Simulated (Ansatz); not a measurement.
# CH3BS: how energies converge with the basis set

The task here is to estimate one member of a computed series from the others.

Method: one geometry, several basis sets; program: Ansatz 0.2.0, Gaussian basis.

The runs, in order: PBE0-D4/def2-SVP; ωB97M-V/def2-SVP; PBE0-D4/def2-QZVPP; ωB97M-V/def2-QZVPP; the functionals' def2-TZVPP values are taken from earlier runs.

## The geometry

The geometry comes from an earlier relaxation with PBE0-D4 in a triple-zeta def2 set; it is a stationary point.

SMILES `BC=S`, 6 atoms, charge 0, spin multiplicity 1.

Atoms are counted from 1 here; the program's logs count them from 0.

Bond lengths: B1–C2 1.526 Å, B1–H4 1.196 Å, B1–H5 1.196 Å, C2–S3 1.620 Å, C2–H6 1.086 Å. Angles: C2–B1–H4 119.1°, C2–B1–H5 119.1°, H4–B1–H5 121.3°, B1–C2–S3 87.3°, B1–C2–H6 145.8°, S3–C2–H6 126.9°.

As a file:

```xyz
6
CH3BS
B    -0.5611   -0.2557   -0.3756
C     0.6459    0.4817    0.1960
S     0.6959   -0.6546    1.3498
H    -0.3931   -1.0587   -1.2461
H    -1.6600    0.0932   -0.0568
H     1.3145    1.3300    0.0866
```

The first run:

in.yaml reads:

```yaml
crystal:
  periodic: [false, false, false]
  atoms:
    - {symbol: B, position_ang: [-0.561139, -0.255700, -0.375595]}
    - {symbol: C, position_ang: [0.645909, 0.481689, 0.195995]}
    - {symbol: S, position_ang: [0.695897, -0.654578, 1.349766]}
    - {symbol: H, position_ang: [-0.393089, -1.058683, -1.246131]}
    - {symbol: H, position_ang: [-1.660003, 0.093196, -0.056791]}
    - {symbol: H, position_ang: [1.314523, 1.329975, 0.086558]}
basis:
  gaussian: {orbitals: def2-SVP}
hamiltonian: {xc: pbe0, dispersion: d4}
output: {orbitals: {seedname: orbitals}}
```

Command:

```bash
ansatz run in.yaml --threads 2 --pin off --events-out ev --progress --plain --max-ram 4352MiB
```

Among the steps run: PBE0-D4 in def2-SVP; ωB97M-V in def2-SVP; PBE0-D4 in def2-QZVPP; ωB97M-V in def2-QZVPP.

One table of the session follows, with a row left open; its other results are not shown here.

It belongs to the step «Functionals by basis». 

```
functional       basis  HOMO (eV)  LUMO (eV)
   PBE0-D4    def2-SVP      -7.61      -2.80
   PBE0-D4  def2-TZVPP          ?          ?
   PBE0-D4  def2-QZVPP      -7.64      -2.90
   ωB97M-V    def2-SVP      -9.70      -0.50
   ωB97M-V  def2-TZVPP      -9.74      -0.67
   ωB97M-V  def2-QZVPP      -9.76      -0.72
```

**Question.** Estimate the row for PBE0-D4, def2-TZVPP.

As computed: HOMO (eV): -7.63; LUMO (eV): -2.88. In the column «HOMO (eV)» it lies between PBE0-D4, def2-QZVPP (-7.64) and PBE0-D4, def2-SVP (-7.61).
